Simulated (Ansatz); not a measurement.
**hcp Ru**

Computed with PBE-D3(BJ) (plane waves, PAW; Ansatz, an electronic-structure program).

Settings: plane-wave cutoff 520 eV, 24×24×14 k mesh (along the axes of the cell as run), Fermi–Dirac smearing 0.05 eV, no spin polarisation, scalar-relativistic PAW data made under PBE.

Cell (relaxed at this level):

```cif
data_Ru2
_chemical_formula_sum 'Ru2'
_space_group_name_H-M_alt 'P 1'
_space_group_IT_number 1
_cell_length_a 2.69927
_cell_length_b 2.69927
_cell_length_c 4.26121
_cell_angle_alpha 90.000
_cell_angle_beta 90.000
_cell_angle_gamma 120.000
loop_
_space_group_symop_operation_xyz
  'x, y, z'
loop_
_atom_site_label
_atom_site_type_symbol
_atom_site_fract_x
_atom_site_fract_y
_atom_site_fract_z
_atom_site_occupancy
Ru1 Ru 0.33333 0.66667 0.25000 1
Ru2 Ru 0.66667 0.33333 0.75000 1
```

| Property | Value |
|---|---|
| bulk modulus B0 | 333 GPa |
| band gap | zero (no gap) |
| pressure derivative B′ of the bulk modulus | 4.8 |

Measured, for comparison: bulk modulus 318 GPa (zero-point energy and finite temperature contributions removed, our sources range from 318 to 336; as tabulated in doi:10.1021/acs.jctc.3c00612). Computed (rounded) less measured: bulk modulus +5 % (inside the range of the sources held).

Note: the bulk modulus comes from volumes at which shape and atoms were relaxed.

Spin–orbit coupling is not included.

Computed values are for the static lattice.

Cost on a shared machine: roughly 6 core-minutes.
